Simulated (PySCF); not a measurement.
## Gas-phase thermal properties of CH₃CO (acetyl)

Energies from PySCF (xtb for GFN2), thermal terms from the rigid-rotor harmonic-oscillator model, ideal gas at 1 bar. 'Table' is the NASA 1993 thermochemical table (part measured, part estimated). 6-31G* has spherical d functions here. Open shells (unrestricted): CH₃CO (acetyl) (multiplicity 2). GFN2 has no spin-polarisation term. B3LYP is the form with VWN-RPA correlation. The harmonic model lacks anharmonicity and excited electronic states, which grow with temperature; levels with a mode under 35 cm⁻¹ are left out. Internal rotation in CH₃CO (acetyl) is treated as a harmonic vibration of one conformer, which makes the entropy rough. The table's entry may be an old estimate for CH₃CO (acetyl) (not checked at source).

| level | point group | σ | ZPE (kJ/mol) | S°298 (J/mol/K) | Cp298 (J/mol/K) | S°1000 (J/mol/K) | H1000 − H298 (kJ/mol) |
|---|---|---|---|---|---|---|---|
| table | - | - | - | 266.8 | 51.8 | 354.7 | 54.2 |
| B3LYP/6-31G* | Cs | 1 | 114.0 | 268.9 | 53.6 | 359.3 | 55.7 |
| GFN2-xTB | Cs | 1 | 110.8 | 270.6 | 53.9 | 361.9 | 56.2 |
| HF/6-31G* | Cs | 1 | 122.2 | 268.5 | 51.6 | 355.3 | 53.5 |
| PBE/def2-SVP | Cs | 1 | 109.7 | 268.8 | 54.7 | 361.5 | 57.0 |
| PBE0/def2-TZVP | Cs | 1 | 113.6 | 268.2 | 53.6 | 359.0 | 55.9 |
σ: rotational symmetry number. Electronic degeneracy used: 2. Frequencies are unscaled.
